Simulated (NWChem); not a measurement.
Everything below was run with NWChem. System: phenol (C6H6O), charge 0, spin multiplicity 1, at a geometry optimised with B3LYP/def2-SVP. Level: RHF/def2-SVP.

Input file:

```
start mol
memory heap 200 mb stack 900 mb global 1100 mb
geometry units angstroms nocenter noautoz
  O     -2.268330     0.422500     0.000000
  C     -0.935637     0.155491     0.000000
  C     -0.051317     1.244919     0.000000
  C      1.325310     1.020412     0.000000
  C      1.838888    -0.282254     0.000000
  C      0.954546    -1.363969     0.000000
  C     -0.427211    -1.151615     0.000000
  H     -2.762515    -0.407658     0.000000
  H     -0.465174     2.255402     0.000000
  H      2.006542     1.875516     0.000000
  H      2.917993    -0.451149     0.000000
  H      1.338757    -2.387443     0.000000
  H     -1.116434    -2.002581     0.000000
  symmetry group Cs
end
basis spherical
  * library def2-svp
end
scf
  rhf
  nopen 0
  maxiter 100
  thresh 1e-7
  semidirect memsize 60000000 filesize 0
end
task scf energy
```

Part of the output:

```
             Northwest Computational Chemistry Package (NWChem) 7.3.0
             --------------------------------------------------------

                                NWChem Input Module
                                -------------------

 Scaling coordinates for geometry "geometry" by  1.889725989
 (inverse scale =  0.529177249)

 Turning off AUTOSYM since
 SYMMETRY directive was detected!

                             Geometry "geometry" -> ""
                             -------------------------

 Output coordinates in angstroms (scale by  1.889725989 to convert to a.u.)

  No.       Tag          Charge          X              Y              Z
 ---- ---------------- ---------- -------------- -------------- --------------
    1 O                    8.0000    -2.26833000     0.42250000     0.00000000
    2 C                    6.0000    -0.93563700     0.15549100     0.00000000
    3 C                    6.0000    -0.05131700     1.24491900     0.00000000
    4 C                    6.0000     1.32531000     1.02041200     0.00000000
    5 C                    6.0000     1.83888800    -0.28225400     0.00000000
    6 C                    6.0000     0.95454600    -1.36396900     0.00000000
    7 C                    6.0000    -0.42721100    -1.15161500     0.00000000
    8 H                    1.0000    -2.76251500    -0.40765800     0.00000000
    9 H                    1.0000    -0.46517400     2.25540200     0.00000000
   10 H                    1.0000     2.00654200     1.87551600     0.00000000
   11 H                    1.0000     2.91799300    -0.45114900     0.00000000
   12 H                    1.0000     1.33875700    -2.38744300     0.00000000
   13 H                    1.0000    -1.11643400    -2.00258100     0.00000000

 Effective nuclear repulsion energy (a.u.)     270.4484863940

            Nuclear Dipole moment (a.u.)
            ----------------------------
        X                 Y               Z
 ---------------- ---------------- ----------------
     0.0000056692    -0.0000170075     0.0000000000

      Symmetry information
      --------------------

 Group name             Cs
 Group number              2
 Group order               2
 No. of unique centers    13

      Symmetry unique atoms

     1    2    3    4    5    6    7    8    9   10   11   12   13


 Summary of "ao basis" -> "" (spherical)
 ------------------------------------------------------------------------------
       Tag                 Description            Shells   Functions and Types
 ---------------- ------------------------------  ------  ---------------------
 *                          def2-svp                  on all atoms

 Summary of "ao basis" -> "ao basis" (spherical)
 ------------------------------------------------------------------------------
       Tag                 Description            Shells   Functions and Types
 ---------------- ------------------------------  ------  ---------------------
 O                          def2-svp                 6       14   3s2p1d
 C                          def2-svp                 6       14   3s2p1d
 H                          def2-svp                 3        5   2s1p

                                 NWChem SCF Module
                                 -----------------

  ao basis        = "ao basis"
  functions       =   128
  atoms           =    13
  closed shells   =    25
  open shells     =     0
  charge          =   0.00
  wavefunction    = RHF
  use symmetry    = T
  symmetry adapt  = T

 Summary of "ao basis" -> "ao basis" (spherical)
 ------------------------------------------------------------------------------
       Tag                 Description            Shells   Functions and Types
 ---------------- ------------------------------  ------  ---------------------
 O                          def2-svp                 6       14   3s2p1d
 C                          def2-svp                 6       14   3s2p1d
 H                          def2-svp                 3        5   2s1p

      Symmetry analysis of basis
      --------------------------

        a'         94
        a"         34

 Forming initial guess at       0.0s

      Superposition of Atomic Density Guess
      -------------------------------------

 Sum of atomic energies:        -303.43569110

      Non-variational initial energy
      ------------------------------

 Total energy =    -308.144309
 1-e energy   =    -945.001378
 2-e energy   =     366.408582
 HOMO         =      -0.264326
 LUMO         =      -0.011241

      Symmetry analysis of molecular orbitals - initial
      -------------------------------------------------

  Numbering of irreducible representations:

     1 a'          2 a"

  Orbital symmetries:

     1 a'          2 a'          3 a'          4 a'          5 a'
     6 a'          7 a'          8 a'          9 a'         10 a'
    11 a'         12 a'         13 a'         14 a'         15 a'
    16 a'         17 a"         18 a'         19 a'         20 a'
    21 a"         22 a'         23 a'         24 a"         25 a"
    26 a"         27 a"         28 a'         29 a'         30 a'
    31 a'         32 a"         33 a'         34 a'         35 a'

 Starting SCF solution at       1.4s

 ----------------------------------------------
         Quadratically convergent ROHF

 Convergence threshold     :          1.000E-07
 Maximum no. of iterations :          100
 Final Fock-matrix accuracy:          1.000E-09
 ----------------------------------------------

              iter       energy          gnorm     gmax       time
             ----- ------------------- --------- --------- --------
                 1     -305.2437453613  1.07D+00  1.72D-01      1.5
                 2     -305.3237310386  4.00D-01  9.32D-02      1.6
                 3     -305.3344453596  2.76D-02  6.27D-03      1.9
                 4     -305.3345146203  3.94D-04  1.21D-04      2.3
                 5     -305.3345146693  7.54D-08  2.42D-08      3.4

       Final RHF  results
       ------------------

         Total SCF energy =   -305.334514669319
      One-electron energy =   -949.845969807294
      Two-electron energy =    374.062968744014
 Nuclear repulsion energy =    270.448486393961

        Time for solution =      2.0s

       Symmetry analysis of molecular orbitals - final
       -----------------------------------------------

  Numbering of irreducible representations:

     1 a'          2 a"

  Orbital symmetries:

     1 a'          2 a'          3 a'          4 a'          5 a'
     6 a'          7 a'          8 a'          9 a'         10 a'
    11 a'         12 a'         13 a'         14 a'         15 a'
    16 a'         17 a'         18 a"         19 a'         20 a'
    21 a'         22 a'         23 a"         24 a"         25 a"
    26 a"         27 a"         28 a'         29 a'         30 a'
    31 a'         32 a'         33 a'         34 a"         35 a'

             Final eigenvalues
             -----------------

              1
    1  -20.5837
    2  -11.3074
    3  -11.2486
    4  -11.2463
    5  -11.2397
    6  -11.2333
    7  -11.2331
    8   -1.3898
    9   -1.1353
   10   -1.0084
   11   -0.9931
   12   -0.8410
   13   -0.8162
   14   -0.7337
   15   -0.6827
   16   -0.6512
   17   -0.6096
   18   -0.5922
   19   -0.5909
   20   -0.5683
   21   -0.5192
   22   -0.4942
   23   -0.4827
   24   -0.3443
   25   -0.3151
   26    0.1271
   27    0.1479
   28    0.1753
   29    0.1906
   30    0.2240
   31    0.2408
   32    0.2672
   33    0.2767
   34    0.3541
   35    0.4081

                       ROHF Final Molecular Orbital Analysis
                       -------------------------------------

 Vector   23  Occ=2.000000D+00  E=-4.827313D-01  Symmetry=a"
              MO Center=  2.9D-01, -6.3D-02, -7.1D-16, r^2= 3.8D+00
   Bfn.  Coefficient  Atom+Function         Bfn.  Coefficient  Atom+Function
  ----- ------------  ---------------      ----- ------------  ---------------
     6      0.281879   1 O  pz               62     -0.241627   5 C  pz
     9      0.230598   1 O  pz               76     -0.228060   6 C  pz
    48     -0.220040   4 C  pz               90     -0.187247   7 C  pz
    34     -0.175188   3 C  pz               65     -0.152394   5 C  pz

 Vector   24  Occ=2.000000D+00  E=-3.443269D-01  Symmetry=a"
              MO Center=  4.1D-01, -4.1D-02, -5.6D-17, r^2= 3.1D+00
   Bfn.  Coefficient  Atom+Function         Bfn.  Coefficient  Atom+Function
  ----- ------------  ---------------      ----- ------------  ---------------
    90     -0.298362   7 C  pz               48      0.284992   4 C  pz
    34      0.278574   3 C  pz               76     -0.257556   6 C  pz
    93     -0.251157   7 C  pz               37      0.227448   3 C  pz
    51      0.227705   4 C  pz               79     -0.203305   6 C  pz

 Vector   25  Occ=2.000000D+00  E=-3.151356D-01  Symmetry=a"
              MO Center=  2.2D-01, -2.8D-02, -1.8D-15, r^2= 3.5D+00
   Bfn.  Coefficient  Atom+Function         Bfn.  Coefficient  Atom+Function
  ----- ------------  ---------------      ----- ------------  ---------------
    62     -0.316669   5 C  pz               20      0.291314   2 C  pz
    65     -0.273765   5 C  pz                6     -0.230536   1 O  pz
     9     -0.223475   1 O  pz               34      0.211988   3 C  pz
    23      0.205977   2 C  pz               37      0.185677   3 C  pz
    90      0.183130   7 C  pz               93      0.169541   7 C  pz

 Vector   26  Occ=0.000000D+00  E= 1.270963D-01  Symmetry=a"
              MO Center=  4.9D-01, -6.9D-02,  7.8D-16, r^2= 3.8D+00
   Bfn.  Coefficient  Atom+Function         Bfn.  Coefficient  Atom+Function
  ----- ------------  ---------------      ----- ------------  ---------------
    79      0.533314   6 C  pz               51     -0.512671   4 C  pz
    37      0.507515   3 C  pz               93     -0.509339   7 C  pz
    76      0.283469   6 C  pz               48     -0.277607   4 C  pz
    34      0.269932   3 C  pz               90     -0.263057   7 C  pz

 Vector   27  Occ=0.000000D+00  E= 1.478850D-01  Symmetry=a"
              MO Center=  4.6D-01, -6.4D-02,  5.6D-15, r^2= 3.8D+00
   Bfn.  Coefficient  Atom+Function         Bfn.  Coefficient  Atom+Function
  ----- ------------  ---------------      ----- ------------  ---------------
    65      0.620218   5 C  pz               23      0.583186   2 C  pz
    20      0.368765   2 C  pz               51     -0.346806   4 C  pz
    79     -0.336928   6 C  pz               62      0.310312   5 C  pz
    93     -0.250009   7 C  pz               37     -0.237364   3 C  pz
     9     -0.210277   1 O  pz               48     -0.182306   4 C  pz

 Vector   28  Occ=0.000000D+00  E= 1.752730D-01  Symmetry=a'
              MO Center= -1.7D+00, -1.3D+00,  2.2D-17, r^2= 6.5D+00
   Bfn.  Coefficient  Atom+Function         Bfn.  Coefficient  Atom+Function
  ----- ------------  ---------------      ----- ------------  ---------------
   125      1.275628  13 H  s               100      0.990319   8 H  s
    73     -0.829007   6 C  s                92      0.759140   7 C  py
     3     -0.621890   1 O  s                17     -0.560619   2 C  s
    91      0.530350   7 C  px              120      0.495755  12 H  s
    45     -0.483772   4 C  s               115      0.470623  11 H  s

 center of mass
 --------------
 x =  -0.03803088 y =   0.02224457 z =   0.00000000

 moments of inertia (a.u.)
 ------------------
         329.434777008387          57.006541552238           0.000000000000
          57.006541552238         682.743638521886           0.000000000000
           0.000000000000           0.000000000000        1012.178415530273

  Mulliken analysis of the total density
  --------------------------------------

    Atom       Charge   Shell Charges
 -----------   ------   -------------------------------------------------------
    1 O    8     8.36   1.99  1.06  0.66  2.86  1.78  0.02
    2 C    6     5.74   1.99  0.91  0.09  1.96  0.71  0.09
    3 C    6     6.10   1.99  0.88  0.32  2.04  0.83  0.04
    4 C    6     6.01   1.99  0.89  0.24  2.00  0.84  0.04
    5 C    6     6.08   1.99  0.87  0.27  2.03  0.87  0.04
    6 C    6     6.01   1.99  0.89  0.24  2.00  0.84  0.04
    7 C    6     6.13   1.99  0.87  0.30  2.04  0.89  0.04
    8 H    1     0.79   0.68  0.05  0.07
    9 H    1     0.95   0.75  0.17  0.03
   10 H    1     0.95   0.76  0.17  0.03
   11 H    1     0.96   0.76  0.18  0.03
   12 H    1     0.95   0.76  0.17  0.03
   13 H    1     0.97   0.76  0.19  0.03

       Multipole analysis of the density wrt the origin
       ------------------------------------------------

     L   x y z        total         open         nuclear
     -   - - -        -----         ----         -------
     0   0 0 0     -0.000000      0.000000     50.000000

     1   1 0 0     -0.010919      0.000000      0.000006
     1   0 1 0     -0.568547      0.000000     -0.000017
     1   0 0 1      0.000000      0.000000      0.000000

     2   2 0 0    -27.239939      0.000000    382.989759
     2   1 1 0      3.571753      0.000000    -25.782098
     2   1 0 1      0.000000      0.000000      0.000000
     2   0 2 0    -27.551349      0.000000    197.842703
     2   0 1 1      0.000000      0.000000      0.000000
     2   0 0 2    -34.007287      0.000000      0.000000

 Task  times  cpu:        3.4s     wall:        3.4s

 Total times  cpu:        3.4s     wall:        3.4s
```
